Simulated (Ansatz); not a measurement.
# BH₃F (doublet): wave-function methods side by side at distance B1–H4 along a hydrogen transfer = 1.448 Å, cc-pVDZ

An exercise on one series of results from a longer session: the logs are not shown, and one member is left open.

Computed with Ansatz 0.2.0, Gaussian basis. Level: cc-pVDZ, core rule «outside noble gas», up to 2 orbitals frozen.

Plan: UHF; CCSD(T) on ROHF; CCSD(T) on UHF; BCCD(T) on ROHF; CISD; CCSDT(Q) on ROHF; CCSDT(Q) on UHF; CASSCF and MRCISD+Q, 3 electrons in 3 orbitals; CASSCF and NEVPT2, 3 electrons in 3 orbitals.

16 further runs of the same task are left out: 9 for a known fault of the program, 1 for a mislabelled method, 5 that didn't finish, 1 set aside as unsound or not needed.

## The geometry

The geometry derives from fragments relaxed apart (PBE0/def2-TZVP) and kept rigid, so it is no stationary point. A hydrogen atom is moved between rigid fragments.

5 atoms, charge 0, spin multiplicity 2.

Atoms are counted from 1 here; the program's logs count them from 0.

Bond lengths: B1–H2 1.193 Å, B1–H3 1.193 Å, B1–H4 1.448 Å. Angles: H2–B1–H3 120.0°, H2–B1–H4 120.0°, H3–B1–H4 120.0°.

The first run:

File in.yaml:

```yaml
crystal:
  periodic: [false, false, false]
  atoms:
    - {symbol: B, position_ang: [-1.562602, 0.000000, 0.000000]}
    - {symbol: H, position_ang: [-2.159335, 1.033571, 0.000000]}
    - {symbol: H, position_ang: [-2.159335, -1.033571, 0.000000]}
    - {symbol: H, position_ang: [-0.114602, 0.000000, 0.000000]}
    - {symbol: F, position_ang: [1.124398, 0.000000, 0.000000]}
basis:
  gaussian: {orbitals: cc-pVDZ}
magnetization: {spin_polarized: true, initial_magnetization: 1}
hamiltonian: {xc: hf}
output: {orbitals: {seedname: orbitals}}
```

On the command line:

```sh
ansatz run in.yaml --threads 1 --pin off --events-out ev --progress --plain --max-ram 2393MiB
```

Among the steps run: UHF; CCSD(T) on ROHF; CCSD(T) on UHF; BCCD(T) on ROHF; CISD; CCSDT(Q) on ROHF; CCSDT(Q) on UHF; CASSCF and MRCISD+Q, 3 electrons in 3 orbitals; CASSCF and NEVPT2, 3 electrons in 3 orbitals.

One of the session's tables, all rows but one given; the rest of the session is left out.

It belongs to the step «Misses and costs». 

```
   method  from UCCSDT(Q) (meV)
     ROHF               +8777.9
      UHF                     ?
     RMP2                +785.4
     UMP2               +1034.4
     CISD                +787.8
    RCCSD                +177.8
    UCCSD                +161.2
 RCCSD(T)                 +37.2
 UCCSD(T)                 +37.8
  BCCD(T)                 +37.1
   RCCSDT                 +18.0
   UCCSDT                 +16.5
RCCSDT(Q)                  +0.5
UCCSDT(Q)                     0
```

Q: Estimate the row for UHF from the others.

As computed: from UCCSDT(Q) (meV): +8386.6. In the column «from UCCSDT(Q) (meV)» it lies between UMP2 (+1034.4) and ROHF (+8777.9).

Left out of the table: CASSCF pair, NEVPT2 pair, MRCISD pair, MRCISD+Q pair (the active space lost an orbital or holds another state than full CI finds).

Caveats from the session: Restricted and unrestricted rows rest on different reference determinants; where their highest levels disagree by more than a few hundredths of an eV, they describe different states and don't form one ladder. Warnings in the runs' records: passed over end.
